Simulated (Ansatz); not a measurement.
Candidate structures of As, relaxed level by level: As (I4/mmm, No. 139; start mp-1238842; another form than the element's usual one); As (Pm-3m, No. 221; start mp-10; another form than the element's usual one); As (model structure, from the fcc type, Fm-3m, No. 225); As (model structure, from the lonsdaleite type, P6₃/mmc, No. 194); rhombohedral A7 As. Levels: PBEsol in Ansatz (plane waves, PAW), r²SCAN (plane waves, PAW; Ansatz, an electronic-structure program).

Problem. Rank the structures in energy at 0 K, level by level.

Solution. Lowest: PBEsol, rhombohedral A7 As; r²SCAN, rhombohedral A7 As. Energies above the lowest of these candidates, meV/atom:

| structure | PBEsol | r²SCAN |
|---|---|---|
| rhombohedral A7 As | 0 | 0 |
| As (Pm-3m, No. 221; start mp-10; another form than the element's usual one) | 75 | 163 |
| As (model structure, from the lonsdaleite type, P6₃/mmc, No. 194) | 202 | 227 |
| As (I4/mmm, No. 139; start mp-1238842; another form than the element's usual one) | 400 | 556 |
| As (model structure, from the fcc type, Fm-3m, No. 225) | 487 | 764 |

All these levels agree on the lowest structure.

A measured cell is on file for: rhombohedral A7 As.

Static-lattice energies; unlike cells have unlike k meshes, which leaves some meV/atom of uncertainty, and other structures than these can lie lower.

Note: the cell comes from a level without a dispersion term, which matters for the spacing of layers, chains or molecules. Note: the relaxation could not lower the start's symmetry, so the cell can be a saddle point above a distorted one.

A model structure was made by putting elements into a prototype or built by hand; it is no filed structure, need not be a known phase, and can be a saddle point held by its symmetry.

A start named mp-… is a Materials Project structure, which can be a computed phase never made.
